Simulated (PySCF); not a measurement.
## Excitation energies in several basis sets

Streptocyanine-3, C₃H₇N₂ (charge +1).
Structure used (PBE0-D3(BJ)/def2-SVP), in Å, numbered top down from 1:
```xyz
12
C3H7N2 angstrom
N      2.3277    0.1374   -0.6312
C      1.0247   -0.0072   -0.7308
C      0.1186    0.0490    0.3207
C     -1.2339   -0.1255    0.0556
N     -2.2011   -0.0988    0.9460
H      2.9256    0.0870   -1.4485
H      2.7810    0.3121    0.2606
H      0.6524   -0.1880   -1.7459
H      0.4650    0.2280    1.3426
H     -1.5559   -0.3033   -0.9771
H     -3.1687   -0.2339    0.6749
H     -2.0174    0.0591    1.9321
```

TDDFT with PBE0 (PySCF), vertical singlets, core orbitals frozen in the response, spherical d and f functions. One conformer (not necessarily the lowest) at the PBE0-D3(BJ)/def2-SVP geometry, without solvent, vibrations or thermal averaging.

**Question.** How do the low singlets change with the basis? Take 6-31G*, def2-SVP, def2-SVPD and def2-TZVP.

**Answer.** 

```
    basis  functions  diffuse  S1 (eV)  S2 (eV)  S3 (eV)  S4 (eV)  S5 (eV)  LUMO (eV)  α (au)
   6-31G*         84       no     5.45     7.84     7.93     7.98     8.00      -6.04    49.7
 def2-SVP        105       no     5.45     7.49     7.74     7.81     7.89      -6.18    51.5
def2-SVPD        156      yes     5.31     7.16     7.27     7.33     7.34      -6.31    58.6
def2-TZVP        197       no     5.35     7.29     7.30     7.42     7.43      -6.23    56.4
```

States are compared by their number. Against the only diffuse basis here (def2-SVPD, itself not a converged limit), sets without diffuse functions differ by up to 0.14 eV in S1 and 0.67 eV in S5. State by state, the largest deviation of a set without diffuse functions is S1 0.14, S2 0.67, S3 0.66, S4 0.65, S5 0.67 eV. The same number needn't mean the same state in each row. Against def2-SVPD the polarisability deviates by -15% in 6-31G*, -12% in def2-SVP, -4% in def2-TZVP.
